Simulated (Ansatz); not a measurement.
## Zirconium, hcp: convergence with the plane-wave cutoff

Computed with Ansatz, r²SCAN, scalar-relativistic PAW, on the relaxed cell (a = 3.245 Å, c = 5.157 Å (c/a = 1.590); spin not included). Errors count from a run at 500 eV on a Γ-centred 18×18×10 mesh with Fermi-Dirac smearing of 0.1 eV, extrapolated to zero width. Fixed here: mesh 11×11×6, Fermi-Dirac width 0.1 eV. The pressure holds a Pulay correction and is unreliable far below the recommended cutoff. The SCF starts from atomic densities corrected by a trained network.

```tsv
cutoff (eV)	E(σ→0) error (meV/atom)	P (GPa)	SCF iterations
150	7274.3	8.65	7
200	1236.1	-1.38	6
250	198.3	-0.06	6
300	33.9	0.03	6
350	11.7	0.00	6
420	5.4	0.00	6
600	-1.4	-0.01	6
800	-2.5	-0.01	6
```

What does the run at 500 give (cutoff)?

E(σ→0) error (meV/atom): 0.9; P (GPa): 0.01; SCF iterations: 6.

Within 5 meV/atom of the last row: from 500 eV on.
